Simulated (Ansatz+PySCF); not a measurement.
Results of a calculation; reference values are marked as such.
Several solutions for singlet H₂O₂ in separate pieces

| atom | x (Å) | y (Å) | z (Å) |
| --- | --- | --- | --- |
| O | 0.0000 | 0.0000 | -0.1085 |
| H | 0.0000 | 0.0000 | 0.8679 |
| O | 29.9996 | -0.1059 | -0.0237 |
| H | 30.0032 | 0.8471 | 0.1892 |

Basis set: cc-pVDZ (spherical functions). Charge 0, multiplicity 1.

PBE0 (unrestricted) was run from several starts with Ansatz (development build ahead of 0.2.0) and PySCF 2.14.0.

| run | program | start | converged | energy (hartree) | <S²> |
| --- | --- | --- | --- | --- | --- |
| A | Ansatz | search for the lowest state | yes | -151.30551 | 1.00 |
| B | Ansatz | atomic start, no search | yes | -151.30551 | 1.00 |
| C | PySCF | guess minao, instabilities followed | yes | -151.30551 | 1.00 |
| D | Ansatz | stability test followed | yes | -151.30551 | 1.00 |
| E | PySCF | program defaults | no | – | – |

**Question.** Which runs reached the lowest solution of this kind, and what is wrong with the others?

**Answer.** A, B, C, D reached the lowest solution found. Not converged: E. Caution: charge can spread falsely over distant fragments. Caution: the unrestricted determinant is a mixture of spin states.
